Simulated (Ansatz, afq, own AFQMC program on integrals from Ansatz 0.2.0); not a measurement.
Where AFQMC and coupled cluster stand for SiH$_{4}$O, triplet

```yaml
atoms:
  - { symbol: Si, position_ang: [-1.0438, 0.0000, 0.0000] }
  - { symbol: H, position_ang: [-1.5386, 1.3997, 0.0000] }
  - { symbol: H, position_ang: [-1.5386, -0.6999, 1.2122] }
  - { symbol: H, position_ang: [-1.5386, -0.6999, -1.2122] }
  - { symbol: H, position_ang: [0.4409, 0.0000, 0.0000] }
  - { symbol: O, position_ang: [2.0952, 0.0000, 0.0000] }
```

Connectivity, by distances: SiH4 ··· O.

Basis cc-pVTZ. Noble-gas cores (and the filled d shells of Ga–Kr and In–Xe) are frozen. Ansatz 0.2.0 and our own AFQMC program on the same integrals; the CISD trial comes from CCSD amplitudes, and released means the phaseless constraint is let go. Error bars are statistical, one sigma.

Determinant: UHF, the one that the program's search chose, which needn't be the lowest solution. The geometry is a point of a scan.

No full CI on the walks' own integrals is used here. The released AFQMC energy serves as the reference, which it does only where one determinant dominates, the energy is flat over the last release times and near the phaseless one (40 meV or 2 meV an electron, half that with transition metals). On small molecules, where full CI could be run and the noise was under 10 meV, such values lay within 10 meV of it in 19 cases of 20, a flattering rate, since the rule was set on those same cases; what remains of the bias isn't in the error bar.

Cautions: lower spins were not checked; the released value is read at 0.99 1/Eh, later times being too noisy (meV from the phaseless value at times in 1/Eh: -14 ± 4 at 0.24, -14 ± 4 at 0.51, -19 ± 4 at 0.99, -38 ± 9 at 1.62, -14 ± 16 at 2.40).

* T1 diagnostic: 0.0160
* weight of the determinant in the CISD state: 0.876
* ⟨S²⟩ of the determinant: 2.013
* size of the correlated space: 14 electrons in 114 orbitals

```
  level  correlation energy (eV)
    MP2                  -8.0349
   CCSD                  -9.3013
CCSD(T)                  -9.5179
```

**Question.** Estimate where phaseless AFQMC with a CISD trial lies against CCSD(T) on the same integrals.

**Answer.** 1.8 ± 0.4 kJ/mol below CCSD(T).

Reference: AFQMC with the constraint released, correlation energy -9.556 ± 0.004 eV.

```json
{"level": "CCSD(T)", "E − E(reference) (kJ/mol)": "3.6 ± 0.4", "share of correlation (%)": "99.61"}
{"level": "ph-AFQMC/CISD", "E − E(reference) (kJ/mol)": "1.8 ± 0.6", "share of correlation (%)": "99.81"}
```

A walk keeps the symmetry of its determinant, which the program's search chose and which needn't be the lowest solution, so a lower state of the same spin and another symmetry isn't excluded. Released energies are given only where the last usable release times agree within the noise; a slower fall can still hide under it.
